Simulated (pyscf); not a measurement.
PySCF, gas phase, ωB97X-D3(BJ)/def2-SVP geometries.

Task: For the elementary gas-phase step H₂N–B(NH₂)–Cl + H₂ → H₂N–BH–NH₂ + HCl (singlet surface; B–Cl, H–H broken, B–H, Cl–H formed), what barrier and reaction energy does ωB97M-D3(BJ)/def2-TZVP give, measured from the separated reactants?

Result: ΔE‡ = 207.0 kJ/mol, ΔE = +65.7 kJ/mol. Zero-point energy shifts the barrier by +14.3 kJ/mol. It is a four-centre exchange, with an imaginary mode of 889i cm⁻¹. One saddle was located; it need not be the lowest between these sides.
